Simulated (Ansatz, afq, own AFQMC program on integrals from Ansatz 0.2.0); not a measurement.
## SiO⁺, doublet in 6-31G, levels against full CI

```xyz
2

Si    0.0000    0.0000    0.0000
O     0.0000    0.0000    1.7235
```

Basis 6-31G. Noble-gas cores (and the filled d shells of Ga–Kr and In–Xe) are frozen. Ansatz 0.2.0 and our own AFQMC program on the same integrals; the CISD trial comes from CCSD amplitudes, and released means the phaseless constraint is let go. Error bars are statistical, one sigma.

Determinant: UHF, the one that the program's search chose, which needn't be the lowest solution. The geometry is a PBE0/def2-TZVP stationary point of this or a neighbouring charge and spin state.

Full CI on the same integrals is exact in this basis and with this determinant's frozen core.

Cautions: the search met a lower determinant of the same kind, perhaps of another symmetry (831 meV lower), and this one is a saddle point; strong correlation (T1 0.079, weight of the determinant 0.78, largest double 0.10); unrestricted determinant slightly spin contaminated (⟨S²⟩ 0.81 against 0.75); the released energy hasn't reached full CI (58 meV above it at 1.62 1/Eh, later times being too noisy to tell), so no released level is given (meV from the phaseless value at times in 1/Eh: -21 ± 15 at 0.24, -34 ± 14 at 0.51, -30 ± 16 at 0.99, -29 ± 19 at 1.62, -85 ± 32 at 2.40).

The T1 diagnostic is 0.0795 and the weight of the determinant in the CISD state is 0.784. The ⟨S²⟩ of the determinant is 0.811. The size of the correlated space is 9 electrons in 16 orbitals.

```csv
level,correlation energy (eV)
MP2,-4.0019
CCSD,-4.6835
CCSD(T),-4.9328
```

Problem. Estimate where phaseless AFQMC with a CISD trial lies against CCSD(T) on the same integrals.

Solution. 5.4 ± 14.7 meV above CCSD(T). The gap is under twice the noise, so this walk alone can't tell the two apart.

Reference: full CI, correlation energy -5.015 eV. The cautions show a poor starting determinant, so the rows tell how each method copes with it here, and full CI is the sure value.

| level | E − E(reference) (meV) | share of correlation (%) |
| --- | --- | --- |
| CCSD(T) | 82.1 | 98.36 |
| CCSDT | 27.3 | 99.46 |
| CCSDT(Q) | -44.8 | 100.89 |
| CCSDTQ | -5.3 | 100.11 |
| ph-AFQMC/CISD | 87.5 ± 14.7 | 98.26 |

CCSDT and higher add their correlation energy to the determinant of the CCSD(T) run, since their own runs factorise the integrals more tightly (a shift of under 2 meV). A walk keeps the symmetry of its determinant, which the program's search chose and which needn't be the lowest solution, so a lower state of the same spin and another symmetry isn't excluded.
